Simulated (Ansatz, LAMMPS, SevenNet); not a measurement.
Ladder of methods for the TA phonon frequency at L of zinc-blende ZnSe

Reference value: 60 cm⁻¹ (measured, temperature not stated, not corrected to a static lattice; as tabulated in Talwar et al. (2016), doi:10.1080/14686996.2016.1222495).

Which of these levels comes closest to the reference?
(A) LDA (Ansatz, a program for electronic structure)
(B) SevenNet-0 (SevenNet)
(C) PBE (Ansatz)
(D) ionic model grunwald2012 (rigid ions, LAMMPS)

B, SevenNet-0 (SevenNet)

```json
[
 {"level (code)": "ionic model grunwald2012 (rigid ions, LAMMPS)", "value (cm⁻¹)": "66", "cell (Å³/atom)": "25.07", "difference (%)": "+10.0"},
 {"level (code)": "SevenNet-0 (SevenNet)", "value (cm⁻¹)": "59", "cell (Å³/atom)": "23.65", "difference (%)": "-1.7"},
 {"level (code)": "LDA (Ansatz)", "value (cm⁻¹)": "54", "cell (Å³/atom)": "21.57", "difference (%)": "-10.0"},
 {"level (code)": "PBE (Ansatz)", "value (cm⁻¹)": "54", "cell (Å³/atom)": "23.55", "difference (%)": "-10.0"}
]
```

Of these levels SevenNet-0 (-1.7 %) comes nearest. Farthest off: ionic model grunwald2012 (+10.0 %), LDA (-10.0 %), PBE (-10.0 %). Of these only SevenNet-0 lands within 5 %.

The measured value isn't corrected to a static lattice, so vibrations enter the comparison.  Each level is taken at its own relaxed cell. Ansatz's density-functional and Hartree–Fock values are scalar-relativistic unless marked +SOC, with PAW data made under PBE.

Empirical potentials (ionic model grunwald2012) are fitted to chosen data, which need not cover the solid at hand: agreement can be built in, and what lay outside the fit can be far off. Machine-learned potentials (SevenNet-0) are trained on DFT data, which may include these solids.

Differences are worked out from the printed values.
